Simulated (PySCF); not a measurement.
# Ionisation energy of Li by level of theory

Li [He] 2s1 (2S) → Li⁺ 1s2 (1S), as a difference of total energies. Calculation: PySCF 2.14, in ANO-RCC-VTZP (4s3p2d1f, 30 functions); scalar relativity by spin-free X2C-1e. Correlated levels: valence and next inner shell: nothing frozen. The calculations carry no spin-orbit coupling.

| method | ionisation energy (eV) |
| --- | --- |
| UHF | 5.342 |
| MP2 (valence and next inner shell) | 5.362 |
| SCS-MP2 (valence and next inner shell) | 5.359 |
| CCSD (valence and next inner shell) | 5.364 |
| CCSD(T) (valence and next inner shell) | 5.364 |
| CCSDT (valence and next inner shell) | 5.364 |
| FCI (valence and next inner shell) | 5.364 |

Task: How much does correlation contribute at CCSD(T) (valence and next inner shell)?

Result: 5.364 − (5.342) = 0.022 eV, measured against UHF.

Errors of the correlated levels include the incompleteness of this basis.

For comparison: 5.392 eV (measured; NIST Atomic Spectra Database, ionization energies).
